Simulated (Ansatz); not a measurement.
C5H8 can be A, `C=C1CCC1`, or B, `C1=CCCC1`.

Calculated with Ansatz (gas phase, PBE0-D4/def2-TZVP geometries, no zero-point term in ΔE). CCSD(T)/CBS is the MP2 limit (def2-TZVPP, def2-QZVPP) plus CCSD(T) − MP2 in def2-TZVPP, frozen cores. DFT in def2-TZVPP. B3LYP here is the variant with VWN-RPA as its local correlation; programs differ in this.

Which is lower in electronic energy at CCSD(T)/CBS, and by how much? (An estimate is asked.)

Computed: B, by 21.9 kcal/mol.

Give E(B) − E(A) in kcal/mol with HF/def2-TZVPP, CCSD(T)/def2-TZVPP, ωB97M-V, PBE-D4, PBE0-D4, LDA (SPW92), B3LYP. (An estimate is asked.)

Computed: HF/def2-TZVPP -21.5, CCSD(T)/def2-TZVPP -21.7, ωB97M-V -20.8, PBE-D4 -19.9, PBE0-D4 -21.1, LDA (SPW92) -21.8, B3LYP -20.0. None reverses the order clearly.

Does the order hold for the free energy at 298.15 K (harmonic terms from PBE0-D4)? (Estimate.)

Ansatz gave: Yes: G(B) − G(A) = -20.3 kcal/mol.

Largest T1 diagnostic: 0.010.

From PBE to PBE0 (25 % exact exchange), in def2-TZVPP and without D4, E(B) − E(A) moves by −1.3 kcal/mol. Leaving LDA and LC-ωPBE aside and taking each functional with its dispersion term where it has one, the values, not all of them listed here, spread over 2.8 kcal/mol, from PBE-QIDH to BLYP-D4. LDA lies −2.2 kcal/mol from PBE without D4.
